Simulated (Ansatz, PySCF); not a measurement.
This PySCF input computes a CCSD(T)/cc-pVDZ energy:

```python
from pyscf import gto, scf, mp, cc as ccmod

mol = gto.M(
    atom='''
    O     0.00702152    0.00134342    0.11666744
    H    -0.04995842    0.75929218   -0.47415850
    H    -0.00621371   -0.77003954   -0.45918106
    ''',
    basis='cc-pvdz',
    charge=0,
    spin=0,
    verbose=4,
)

mf = scf.RHF(mol)
mf.conv_tol = 1e-10
mf.max_cycle = 100
mf.kernel()
mp2 = mp.MP2(mf, frozen=1).run()
cc = ccmod.CCSD(mf, frozen=1)
cc.max_cycle = 100
cc.kernel()
et = cc.ccsd_t()
print(f'E(CCSD(T)) = {cc.e_tot + et:.9f}')
```

Write an input for the same energy in Ansatz (a first-principles code) and say what it gives.


Ansatz 0.2 input:
```yaml
crystal:
  periodic: [false, false, false]
  atoms:
    - {symbol: O, position_ang: [0.00702152, 0.00134342, 0.11666744]}
    - {symbol: H, position_ang: [-0.04995842, 0.75929218, -0.47415850]}
    - {symbol: H, position_ang: [-0.00621371, -0.77003954, -0.45918106]}
basis:
  gaussian:
    orbitals: cc-pVDZ
magnetization: {spin_polarized: false}
correlation: {method: ccsd_t, electrons: outside_noble_gas}
```
It gives -76.24102 Eh, and PySCF -76.24102 Eh, a difference of 0.00 mEh.
